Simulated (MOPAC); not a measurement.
MOPAC input (PM6):

```
PM6 1SCF GEO-OK AUX(PRECISION=9) THREADS=1
C3H9N

N     0.00263079 1    0.00150205 1    0.36900491 1
C     0.00339631 1    1.38522928 1   -0.06543536 1
C     1.19749666 1   -0.69632477 1   -0.06547556 1
C    -1.20217131 1   -0.68963439 1   -0.04839455 1
H    -0.00415039 1    1.48850833 1   -1.16610490 1
H     0.89147566 1    1.89250279 1    0.31476132 1
H    -0.87633860 1    1.89743154 1    0.32734475 1
H     1.28282323 1   -0.75494226 1   -1.16614821 1
H     1.19556909 1   -1.71431502 1    0.32727501 1
H     2.08370014 1   -0.18578123 1    0.31472119 1
H    -1.30348316 1   -0.74773152 1   -1.14773870 1
H    -2.08001233 1   -0.17417261 1    0.34435879 1
H    -1.20032911 1   -1.70763515 1    0.34432918 1
```

Problem. What heat of formation does the run end on, and which ionisation energy by Koopmans theorem?

Solution. -0.78 kcal/mol; 8.34 eV.
